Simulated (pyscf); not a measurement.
PySCF, gas phase, ωB97X-D3(BJ)/def2-SVP geometries.

Q: Estimate the classical barrier height and the reaction energy of H₃Si–SiH₃ (SMILES [SiH3][SiH3]) + F–C(F)(F)–F (SMILES FC(F)(F)F) → F–SiH₃ (SMILES F[SiH3]) + F–C(F)(F)–SiH₃ (SMILES FC(F)(F)[SiH3]) at PBE/def2-TZVP. The step runs on the singlet surface, breaks Si–Si, C–F and forms F–Si, C–Si; take the separated reactants as zero.

A: ΔE‡ = 69.3 kcal/mol, ΔE = -24.5 kcal/mol. ωB97M-D3(BJ)/def2-TZVP gives 95.6 kcal/mol and -29.1 kcal/mol. Zero-point energy shifts the barrier by -1.7 kcal/mol. It is a four-centre exchange, with an imaginary mode of 395i cm⁻¹. At the saddle there is also a short F–Si contact that neither side keeps. From the product side, F–C•(F)–F + SiH₃• + F–SiH₃ lies, by one bond made or cut, 36.3 kcal/mol under this saddle at ωB97M-D3(BJ). The same reactants have a lower exit, to SiH₃• + SiH₃• + F–C(F)(F)–F (no saddle counted: cutting one bond costs +79.7 kcal/mol at ωB97M-D3(BJ), against +95.6 kcal/mol here). One saddle was located; it need not be the lowest between these sides. A restricted solution here is unstable towards spin polarisation, so biradical character is likely and single-reference numbers are less safe.
